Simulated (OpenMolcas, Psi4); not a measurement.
## How methods differ on SO2 (sulfur dioxide)

SO2 has 3 atoms, charge 0, and is taken as a singlet. SMILES: `O=S=O`. Geometry: relaxed at PBE0-D4/def2-TZVP.

```xyz
3

O    -0.9744    0.6459   -0.4595
S     0.2695    0.3574    0.1868
O     0.7049   -1.0033    0.2727
```

Each level gives the dipole moment (D). The values are calculated.

| level | kind | program | value (D) |
| --- | --- | --- | --- |
| SVWN5/def2-TZVPP | LDA | OpenMolcas | 1.59 |
| PBE/def2-TZVPP | GGA | OpenMolcas | 1.54 |
| M06-L/def2-TZVPP | meta-GGA | Psi4 | 1.54 |
| TPSS/def2-TZVPP | meta-GGA | Psi4 | 1.54 |
| r2SCAN/def2-TZVPP | meta-GGA | OpenMolcas | ? |
| BHLYP/def2-TZVPP | global hybrid | Psi4 | 1.90 |
| M06-2X/def2-TZVPP | hybrid meta-GGA | OpenMolcas | 1.85 |
| wB97X/def2-TZVPP | range-separated hybrid | Psi4 | 1.77 |

(1) Estimate the missing values from the other rows.

Results:

(1) As computed at these levels: r2SCAN/def2-TZVPP: 1.58 D. Measured: 1.63 D (NIST CCCBDB). Nearest: SVWN5/def2-TZVPP (-0.04 D); farthest: BHLYP/def2-TZVPP (+0.27 D). The measured dipole is a vibrational average, so differences of a few hundredths of a debye mean little. Computed less measured by kind, in D (def2-TZVPP rows): LDA -0.04; GGA -0.09; meta-GGA -0.09 to -0.05; global hybrid +0.22 to +0.27; range-separated hybrid +0.14.
